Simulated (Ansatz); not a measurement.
The same path of AlH3O2 + H2 (8 atoms, charge 0, multiplicity 1) was run 3 times with different band settings. Lost on the way: H7–H8. Made: Al1–H7, O2–H8.

Method: Ansatz 0.2.0, RKS PBE-D4/def2-SVP.

Relaxed end points:

```xyz
8
Properties=species:S:1:pos:R:3
Al 0.014 -0.247 0.179
O -0.008 -0.531 1.879
H -0.795 -0.658 2.429
H 1.421 -0.094 -0.519
O -1.367 -0.263 -0.843
H -2.283 -0.425 -0.577
H -0.021 2.300 0.573
H 0.035 1.919 1.244
```

```xyz
8
Properties=species:S:1:pos:R:3
Al 0.114 0.526 -0.092
O -0.035 0.099 1.888
H -0.953 -0.233 1.618
H 1.248 -0.396 -0.747
O -1.544 -0.147 -0.053
H -1.844 -0.863 -0.635
H 0.190 2.128 -0.063
H -0.178 0.888 2.448
```

Common settings: movable images 5; climbing image yes; spring 5.0 eV/Å²; optimiser quadratic models (default); start path through a guess of the saddle point; iteration limit 60; end points relaxed.

| run | force threshold |
| --- | --- |
| 1 | 0.03 eV/Å |
| 2 | 0.2 eV/Å |
| 3 | 0.5 eV/Å |

(1) What does each run give, and how far can it be trusted?

Results:

(1) Run 1: converged after 19 iterations, highest image 0.698 eV above the first end. The profile has 2 maxima (images 1, 3) with wells between them (image 2): this band takes more than one step, which may be the mechanism or a detour left from its start path. A structure lower than the first end lies on the path between it and the top, so the climb from that side starts below the end, which may itself be a saddle point or a shallow side well. A vibrational analysis at the climbing image gives one clearly imaginary mode, 1001i cm⁻¹: a first-order saddle point.
Run 2: converged after 9 iterations, highest image 0.702 eV above the first end. The threshold of 0.2 eV/Å is loose, so the images may lie well off the minimum-energy path. Beside the main top the profile has a ripple of under 15 meV (maxima at images 1, 3), which may be a very shallow well or noise. The order of the stationary point at the top wasn't checked.
Run 3: converged after 5 iterations, highest image 0.759 eV above the first end. The threshold of 0.5 eV/Å is loose, so the images may lie well off the minimum-energy path. The order of the stationary point at the top wasn't checked.
The orbitals stay closed-shell, which can raise the energy where a bond breaks towards radicals; this wasn't checked here.
